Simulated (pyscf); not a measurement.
O=B–OH (SMILES O=BO) + CH₄ (SMILES C) -> H₃C–B(OH)–OH (SMILES CB(O)O), an addition across a multiple bond or ene-type step (singlet surface; C–H broken, B–C, H–O formed). PySCF, gas phase, ωB97X-D3(BJ)/def2-SVP geometries. Correlated levels are frozen-core, on RHF or UHF. ΔMP2 is the change of the MP2 total energy from the triple- to the quadruple-zeta basis. Energies in eV from the separated reactants.

GFN2-xTB: tblite. 

**Question.** In single points GFN2-xTB puts the saddle at 2.98 eV and the reaction energy at +0.01 eV. Should these be trusted to within a few kcal/mol? Compare with CCSD(T)/def2-TZVPP + ΔMP2(QZVPP).

**Answer.** CCSD(T)/def2-TZVPP + ΔMP2(QZVPP) gives ΔE‡ = 1.99 eV and ΔE = -1.08 eV. GFN2-xTB lies 0.99 eV over it in the barrier and 1.09 eV over it in the reaction energy, so on this step it does not hold to within 0.13 eV. CCSD(T)/def2-TZVPP + ΔMP2(QZVPP) has limits of its own. On the product side the descent ends in a point that may be a rotor saddle (no frequency run), 0.09 eV over the lowest minimum found and 2.96 eV under the saddle at ωB97X-D3(BJ)/def2-TZVP. One saddle was located; it need not be the lowest between these sides. The CCSD(T) − MP2 part came from Ansatz, without density fitting, on the same reference.
